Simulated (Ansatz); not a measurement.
Results of r²SCAN (plane waves, PAW; Ansatz, a quantum-chemistry and plane-wave program) for diamond-structure Ge.

Numerical settings: plane-wave cutoff 560 eV, 10×10×10 k mesh, Fermi–Dirac smearing 0.01 eV, scalar-relativistic PAW data made under PBE.

Computed points:

| V (Å³/atom) | E − E_lowest (meV/atom) | P (GPa) |
|---|---|---|
| 21.472 | 20.58 | 5.11 |
| 21.929 | 8.78 | 3.21 |
| 22.386 | 2.10 | 1.51 |
| 22.842 | 0.00 | 0.00 |
| 23.299 | 1.97 | -1.35 |
| 23.756 | 7.53 | -2.49 |
| 24.213 | 16.19 | -3.56 |

Q: Fit the third-order Birch–Murnaghan equation and give B0 and B′.

A: V0 = 22.840 Å³/atom, B0 = 70.8 GPa, B′ = 5.1 (fit to the energies at full precision).

Measured, for comparison: bulk modulus 77.3 GPa (low-temperature value with the zero-point effect removed, our sources range from 77.3 to 79.4; as tabulated in Tanner et al. (2021), arXiv:2110.11888); equilibrium volume per atom 22.47 Å³/atom (static lattice: zero-point anharmonic expansion removed; as tabulated in Mejia-Rodriguez and Trickey (2018), arXiv:1807.09216). Computed (rounded) less measured: bulk modulus -8 % (-8 % to -11 % over the range), equilibrium volume per atom +1.6 %.

The computed numbers hold no vibrational or temperature effects.
